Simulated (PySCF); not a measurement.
A thermochemical cycle for OH

PBE in PySCF with def2-TZVPPD on every atom, for the lowest determinant that a PBE0 search found; no spin–orbit coupling. OH, a doublet (π ↑), has De = 4.77 eV to neutral atoms, and OH⁺, a triplet (π ↑↑), has De = 5.19 eV to H⁺ + O.

The adiabatic ionisation energy of OH, between the minima, is 13.18 eV.

Problem. Which ionisation energy of the H atom does this level give?

Solution. IE(H) = IE(molecule) + De(ion) − De(neutral) = 13.18 + 5.19 − 4.77 = 13.60 eV; the measured value is 13.598 eV (NIST ASD).

For an ion De counts to the pair picked by the measured ionisation energies or electron affinities, which need not be the lowest pair at this level. States were picked by a PBE0 search and need not be the measured ground states.
